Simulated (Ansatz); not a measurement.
C₄H₃F (`C#C/C=C/F`), 8 atoms. Charge 0, multiplicity 1. All runs use 2 threads of an Arm Neoverse V2 on a shared host. Correlated methods freeze the cores.

(1) Give the basis size and wall time and peak host memory of each of these runs in Ansatz. RHF-CCSD(T)/def2-SVP energy; RKS ωB97M-V/def2-QZVPP energy; RKS CAM-B3LYP-D4/def2-TZVPP energy; direct RPA on PBE orbitals/def2-TZVPP energy; RKS PBE0-D4/def2-QZVPP energy; RHF-CCSD(T)/def2-TZVPP energy; RKS PBE0-D4/def2-TZVP frequencies; RKS SPW92 (LDA)/def2-TZVPP energy; RKS BHLYP-D4/def2-TZVPP energy; RKS PBE0-D4/def2-SVP energy; RKS ωB97M-V/def2-SVP energy; RHF-MP2/def2-QZVPP energy. (Best estimate.)

Answers

(1) Computed: Other jobs shared the machine, so times are rough.

```tsv
level	job	functions	wall time	peak host memory (GiB)
RKS PBE0-D4/def2-SVP	energy	85	0.8 s	0.15
RKS SPW92 (LDA)/def2-TZVPP	energy	197	0.95 s	0.19
RKS BHLYP-D4/def2-TZVPP	energy	197	2.2 s	0.35
RKS CAM-B3LYP-D4/def2-TZVPP	energy	197	2.5 s	0.37
RHF-CCSD(T)/def2-SVP	energy	85	3.4 s	0.3
RKS ωB97M-V/def2-SVP	energy	85	3.7 s	0.21
direct RPA on PBE orbitals/def2-TZVPP	energy	197	4.1 s	0.37
RKS PBE0-D4/def2-QZVPP	energy	375	4.9 s	0.84
RKS ωB97M-V/def2-QZVPP	energy	375	14 s	1
RHF-MP2/def2-QZVPP	energy	375	17 s	1.6
RHF-CCSD(T)/def2-TZVPP	energy	197	71 s	2.5
RKS PBE0-D4/def2-TZVP	frequencies	173	87 s	0.34
```
